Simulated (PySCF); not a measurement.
Species, as SMILES: S (H2S).
Geometry (B3LYP-D3(BJ)/def2-TZVP, fixed):
```xyz
3

S      0.0018     0.0003     0.1031
H     -0.0075     0.9678    -0.8277
H     -0.0219    -0.9726    -0.8218
```

How fast the isotropic shielding of S1 converges with the basis for several methods (PySCF): deviation from each method's own reference, in ppm. References: HF 706.12 ppm, the value in pcSseg-3; PBE 707.03 ppm, the value in pcSseg-3; PBE0 712.81 ppm, the value in pcSseg-3. All functions are spherical. Core-valence sets carry the plain set on hydrogen. No added dispersion term, no relativity. GIAO; atoms are numbered in the order shown.

| basis | functions | HF | PBE | PBE0 |
|---|---|---|---|---|
| 6-31G | 17 | 59.87 | 8.99 | 20.25 |
| 3-21G | 17 | 75.41 | 28.68 | 39.20 |
| def2-SVP | 28 | 61.08 | 37.83 | 43.35 |
| cc-pV(D+d)Z | 33 | 38.54 | 21.63 | 25.15 |
| pcSseg-1 | 34 | 19.12 | -0.51 | 3.93 |
| 6-311+G** | 42 | 12.69 | 0.42 | 2.34 |
| cc-pCVTZ | 87 | 2.85 | -0.64 | 0.66 |
| pcseg-3 | 130 | -0.77 | -1.90 | -1.74 |

Mean absolute deviation over 6-311+G**, cc-pCVTZ: PBE 0.53, PBE0 1.50, HF 7.77 ppm.
